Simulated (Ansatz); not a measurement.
Program: Ansatz. Geometries: PBE0-D4/def2-TZVP. ΔE: electronic, gas phase. CBS: MP2 limit from def2 TZ/QZ plus the TZ coupled-cluster correction, frozen cores. Functionals use def2-TZVPP.

Reaction (formal exchange of groups at a C–C bond): `C#C/C=C/C` + `c1cscn1` → `Cc1cncs1` + `C#CC=C`

```json
{"species": "`C#C/C=C/C`", "BLYP energy (Eh)": "-194.04230"}
{"species": "`c1cscn1`", "BLYP energy (Eh)": "-569.07262"}
{"species": "`Cc1cncs1`", "BLYP energy (Eh)": "-608.37899"}
{"species": "`C#CC=C`", "BLYP energy (Eh)": "-154.73385"}
```

Task: Work out ΔE.

Result: ΔE = (-608.37899) + (-154.73385) − (-194.04230) − (-569.07262) = 0.00208 Eh = +0.06 eV. CCSD(T)/CBS gives +0.02 eV.

Task: What do rigid-rotor, harmonic-oscillator terms from PBE0-D4/def2-TZVP frequencies (298.15 K, 1 bar) make of the CCSD(T)/CBS value? (An estimate is asked.)

Result: Computed: ΔZPE = -0.01 eV, ΔH = +0.02 eV, ΔS = 2 J/(mol·K), ΔG = +0.01 eV.

Largest T1 diagnostic among the species: 0.015.

Leaving LDA and LC-ωPBE aside and taking each functional with its dispersion term where it has one, the values, not all of them listed here, spread over 0.03 eV, from BLYP-D4 to B97M-V. At CCSD(T), def2-SVP lies −0.03 eV from the extrapolated value and def2-TZVPP +0.00 eV. The D4 term adds −0.03 eV with B3LYP and −0.02 eV with PBE0; it sums over pairs of atoms, weighted by their polarisabilities, and B3LYP, whose exchange is more repulsive, gets the larger term.

B3LYP here is the variant with VWN-RPA as its local correlation; programs differ in this.
